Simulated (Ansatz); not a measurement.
A made-up structure of BSiH3F, doublet:

```
6
angstrom
B 0.2437 -0.4000 -0.7239
Si -0.2034 0.2819 0.5784
F 0.0912 1.8367 0.6945
H -0.0481 -1.5933 -0.6696
H 0.7807 0.3210 -1.5398
H -0.8640 -0.4462 1.6605
```

It is relaxed with PBE-D4/def2-SVP and then PBE0-D4/def2-TZVP (Ansatz 0.2.0). Atoms count as bonded within 1.22 times the sum of their covalent radii (H–H: 0.88 Å). The end point is not checked to be a true minimum.

Question: Does its bonding change? (A judgement: the text doesn't fix the answer.)

Answer: The calculation gives: No: no bond forms or breaks.

Where it ends: The first stage lowers the energy by 2.66 eV in 6 steps. It ends as BSiH₃F ([BH2][SiH][F]):
```csv
atom,x (Å),y (Å),z (Å)
B1,0.3000,-0.4956,-0.8926
Si2,-0.2458,0.3600,0.7090
F3,-0.0399,1.9111,1.0148
H4,0.0674,-1.6662,-0.9566
H5,0.8388,0.0992,-1.7735
H6,-0.9206,-0.2085,1.8989
```

Labels in which every atom is bracketed show which atoms are joined, not bond orders.

For scale, one of the runs: PBE0-D4/def2-TZVP relaxation, 117 basis functions, launched by `ansatz run in.yaml --threads 2 --pin off --events-out ev --progress --plain --max-ram 4352MiB`. The run took about 16 s on 2 CPU threads of an Arm Neoverse V1 (shared host).
